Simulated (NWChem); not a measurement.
**Extrapolating the MP2 correlation energy of hydrogen sulfide (H2S)**

```
S
H 1 1.3608
H 1 1.3608 2 91.41
```
Charge 0, spin multiplicity 1.

All runs are NWChem calculations. All single points use one geometry, from PBE/def2-SVP, a minimum by its harmonic frequencies.

The correlated methods keep 5 core orbitals frozen.

Worked example. The MP2 correlation energy is -191.06 mHa in cc-pVTZ and -206.81 mHa in cc-pVQZ. The form E(X) = E∞ + A/X³ turns the pair into an estimate of the basis-set limit.

E∞ = (4³·(-206.81) − 3³·(-191.06))/(4³ − 3³) = -218.3 mHa. The larger basis holds 95 % of that, at about 4 times the processor time of the smaller one. This is a two-point estimate.
